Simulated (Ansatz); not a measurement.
Ideal-gas functions of C2H5NO, SMILES `C/N=C/O` at 400 K and 1 bar, from an Ansatz frequency run at PBE0-D4/def2-TZVP.

Molar mass 59.07 g/mol, point group Cs (symmetry number 1), electronic degeneracy 1, moments of inertia 10.719, 114.596, 122.203 u Å². Harmonic wavenumbers (cm⁻¹, unscaled): 201, 290, 324, 596, 627, 1003, 1027, 1138, 1150, 1205, 1348, 1391, 1442, 1474, 1499, 1793, 2997, 3084, 3094, 3103, 3779.

Use S(trans) = R[1.5 ln M + 2.5 ln T − 1.1517]; rotational temperatures θ = 24.2544 K / I; S(rot) = R[ln(√π/σ · √(T³/θAθBθC)) + 1.5]; for each mode x = 1.438777 ν̃/T, S = R[x/(eˣ − 1) − ln(1 − e⁻ˣ)] and H = RT x/(eˣ − 1); 1 cm⁻¹ = 0.0119627 kJ/mol; R = 8.31446 J/(mol·K).

**Question.** By hand: the entropy, in J/(mol·K).

**Answer.** Translation 165.8. Rotation: θ = 2.2627, 0.2117, 0.1985 K, giving 101.7. Vibration, mode by mode: 11.19, 8.33, 7.50, 3.40, 3.12, 1.06, 0.99, 0.72, 0.69, 0.59, 0.38, 0.34, 0.29, 0.26, 0.24, 0.10, 0.00, 0.00, 0.00, 0.00, 0.00, in all 39.2. Electronic 0.0. Sum 306.7 J/(mol·K).

**Question.** By hand: H − E and G − E in kJ/mol, counted from the electronic energy.

**Answer.** Zero-point energy ½ × 32565 × 0.0119627 = 194.8; thermal vibration 9.6; translation, rotation and pV give 4 RT = 13.3. H − E = 217.7 kJ/mol, and G − E = 217.7 − 400 × 306.7/1000 = 95.0 kJ/mol.

Vibration gives 13 % of the entropy. The sum counts one conformer and one mirror image; others add a mixing term.
